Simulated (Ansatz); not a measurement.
# BSiH5 (BH2(SiH3)): the energy, rung by rung

The species is BSiH5 (7 atoms), meant as a singlet with charge 0. As SMILES, `[H]B([H])[SiH3]`. The shape is that of a GFN2-xTB optimisation.

```xyz
7

B     0.5955    1.0386    0.0060
H     1.7651    1.0769    0.0274
H     0.0392    2.0670   -0.0480
Si   -0.3777   -0.6580    0.0184
H    -1.7138   -0.6057    0.6330
H     0.3005   -1.7642    0.7131
H    -0.6090   -1.1546   -1.3498
```

Each level gives the energy change with the Si4–H7 bond stretched from 1.474 to 1.842 Å (eV). The values are calculated.

```json
{"level": "HF/STO-3G (restricted)", "kind": "Hartree–Fock", "program": "Ansatz", "value (eV)": "1.58", "less FCI/STO-3G": "+0.43", "CPU time (all runs)": "0.15 s"}
{"level": "PBE/STO-3G (restricted)", "kind": "GGA", "program": "Ansatz", "value (eV)": "1.07", "less FCI/STO-3G": "-0.08", "CPU time (all runs)": "2 s"}
{"level": "PBE0/STO-3G (restricted)", "kind": "global hybrid", "program": "Ansatz", "value (eV)": "1.24", "less FCI/STO-3G": "+0.09", "CPU time (all runs)": "2.1 s"}
{"level": "CAM-B3LYP/STO-3G (restricted)", "kind": "range-separated hybrid", "program": "Ansatz", "value (eV)": "1.29", "less FCI/STO-3G": "+0.14", "CPU time (all runs)": "2.4 s"}
{"level": "wB97M-V/STO-3G (restricted)", "kind": "range-separated hybrid", "program": "Ansatz", "value (eV)": "1.29", "less FCI/STO-3G": "+0.14", "CPU time (all runs)": "34 s"}
{"level": "RPA@PBE/STO-3G (restricted)", "kind": "RPA", "program": "Ansatz", "value (eV)": "1.12", "less FCI/STO-3G": "-0.03", "CPU time (all runs)": "3 s"}
{"level": "CCSD(T)/STO-3G (restricted)", "kind": "coupled cluster or CI", "program": "Ansatz", "value (eV)": "1.15", "less FCI/STO-3G": "0.00", "CPU time (all runs)": "0.22 s"}
{"level": "CCSDT/STO-3G (restricted)", "kind": "coupled cluster or CI", "program": "Ansatz", "value (eV)": "1.15", "less FCI/STO-3G": "0.00", "CPU time (all runs)": "0.44 s"}
{"level": "FCI/STO-3G", "kind": "exact in the basis", "program": "Ansatz", "value (eV)": "1.15", "less FCI/STO-3G": "0.00", "CPU time (all runs)": "22 s"}
```

FCI/STO-3G is exact within its basis and frozen core, so for wave-function methods in that basis the difference is their error; functionals converge differently with the basis, so for them it is only a difference. The first shape isn't each level's own minimum. The values span 1.07 to 1.58 eV. All rows use very small basis sets, so none should be taken for the real molecule's value. Times are those of the runs behind each value, whatever else they computed, on shared processors of several kinds: orders of magnitude only.
